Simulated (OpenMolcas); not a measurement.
## How basis sets differ on PH2 (SMILES [PH2])

PH2: 3 atoms, total charge 0, spin state doublet. As SMILES, `[PH2]`. Geometry: relaxed at GFN2-xTB.

```xyz
3

P     0.5145   -0.3028    0.2527
H     0.1115    1.0274    0.1724
H    -0.6260   -0.7246   -0.4251
```

Each level gives the dipole moment (D). The values are calculated.

```
          level             kind     program  value (D)  CPU time
  UBMK/ANO-L-MB  hybrid meta-GGA  OpenMolcas       0.98     2.5 s
 UBMK/ANO-L-VDZ  hybrid meta-GGA  OpenMolcas       1.29     2.8 s
UBMK/ANO-L-VDZP  hybrid meta-GGA  OpenMolcas       0.64     3.1 s
UBMK/ANO-L-VTZP  hybrid meta-GGA  OpenMolcas       0.58     6.5 s
UBMK/ANO-L-VQZP  hybrid meta-GGA  OpenMolcas       0.59      14 s
```

The values span 0.58 to 1.29 D. Magnitudes only: a small dipole may point the other way at some levels. Without the sets that lack polarisation functions the rows with a basis span only 0.58 to 0.64 D. CPU times are rough (shared hosts, several kinds of processor): they show what a rung costs within a factor of a few.
